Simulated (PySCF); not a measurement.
Molecule: SMILES CP(C)P(F)F, C₂H₆F₂P₂.

Structure with atom numbers: `[CH3:1][P:2]([CH3:3])[P:4]([F:5])[F:6]` (H(Xn): hydrogen on atom n).

Geometry PBE0-D3(BJ)/def2-SVP throughout; GIAO in PySCF 2.14.0 with density-fitted response routines, gas phase, one conformer, non-relativistic; equivalent atoms averaged; basis pcSseg-1.

(1) How do the shifts δ (against TMS, H3PO4, CFCl3 at the same level) depend on the functional? (ppm; last column core-seconds on 1 thread of an Arm Neoverse V1, shared host)

(2) Which nucleus moves most, in ppm?

Results:

(1) 
```tsv
functional	kind	C1/C3	P4	P2	F5/F6	H(C1)/H(C3)	core-s
WP04	global hybrid	9.5	351.3	-20.1	-121.7	1.06	11
B97-2	global hybrid	7.9	319.7	-64.0	-115.2	1.07	11
BHandHLYP	global hybrid	7.4	315.5	-63.5	-107.9	1.05	10
CAM-B3LYP	range-separated hybrid	7.4	335.5	-63.7	-105.7	1.03	15
wB97X-D	range-separated hybrid	7.3	325.9	-69.7	-108.8	1.04	15
LC-wPBE	range-separated hybrid	6.4	326.8	-85.0	-98.0	1.03	22
```

(2) P2 (phosphorus bonded to 2 C, P): from -85.0 ppm with LC-wPBE to -20.1 ppm with WP04. The smallest spread is 0.05 ppm, at H(C1)/H(C3). Proton shifts span only some 12 ppm, so a few tenths of a ppm matter as much there as several ppm in carbon.
